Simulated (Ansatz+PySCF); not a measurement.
Results of a calculation; reference values are marked as such.
# Several solutions for doublet N2(+)

```xyz
2

N     0.0000    0.0000   -0.9709
N     0.0000    0.0000    0.9709
```

Basis set: STO-3G (spherical functions). Charge 1, multiplicity 2.

PBE0 (unrestricted) was run from several starts with Ansatz (development build ahead of 0.2.0) and PySCF 2.14.0.

| run | program | start | converged | energy (hartree) | <S²> |
| --- | --- | --- | --- | --- | --- |
| A | PySCF | program defaults | yes | -107.21352 | 0.75 |
| B | Ansatz | atomic start, no search | yes | -107.21352 | 0.75 |
| C | Ansatz | search for the lowest state | yes | -107.30852 | 2.65 |
| D | Ansatz | stability test followed | yes | -107.30852 | 2.65 |

Question: Which runs reached the lowest solution of this kind, and what is wrong with the others?

Answer: C, D reached the lowest solution found. Converged but too high: A by 2.59 eV, B by 2.59 eV. Convergence only shows a stationary point, and even a stable one can lie too high; stability tests and further starts are what find lower ones. Caution: the unrestricted determinant is a mixture of spin states.
